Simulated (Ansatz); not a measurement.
```yaml
crystal:
  periodic: [false, false, false]
  atoms:
    - {symbol: F, position_ang: [0.627695, -1.227554, 0.202238]}
    - {symbol: Si, position_ang: [-0.607876, -0.382270, -0.371096]}
    - {symbol: Cl, position_ang: [-0.030820, 1.545023, 0.155558]}
basis:
  gaussian: {orbitals: cc-pVDZ}
hamiltonian: {xc: {name: BHLYP}, dispersion: d3bjatm}
output: {forces: true}
```

```sh
$ ansatz run in.yaml --threads 2 --pin off --events-out ev --progress --plain --max-ram 22528MiB --backend cpu
```

It prints (some lines left out):

```
Functional definition: BHLYP
510 factors; integrals over basis functions are off by at most 7.3e-4 eV
mean field evaluation 1: about -23116.3841 eV, gradient 3.0e1 eV
mean field evaluation 2: about -23115.7573 eV, gradient 3.8e1 eV
mean field evaluation 4: about -23118.0239 eV, gradient 8.1e-1 eV
mean field evaluation 8: about -23118.1668 eV, gradient 8.1e-2 eV
mean field evaluation 16: about -23118.1668 eV, gradient 2.0e-5 eV
mean field -23118.16684040 eV, -849.5769613283 hartree, gradient 2.0e-5 eV, S^2 0.000000; 0 other end points of the search recorded, 0 dependent functions left out
reference -23118.16696035 eV, -849.5769657365 hartree; 20, 20 occupied and 30, 30 virtual orbitals, 510 factors
Total energy: -23118.26495628 eV, -849.5805670206 hartree
Atom 0 at     0.627695    -1.227554     0.202238 Å, force     1.035674    -0.660497     0.485932 eV/Å
Atom 1 at    -0.607876    -0.382270    -0.371096 Å, force    -1.194980     0.231286    -0.619857 eV/Å
Atom 2 at    -0.030820     1.545023     0.155558 Å, force     0.159305     0.429211     0.133925 eV/Å
Dipole moment:    -0.217915    -0.115764    -0.130645 e Å
```

It took 0.96 s on 2 threads of an AMD EPYC 7R13 on a shared host, with 0.14 GiB of host memory at the peak.
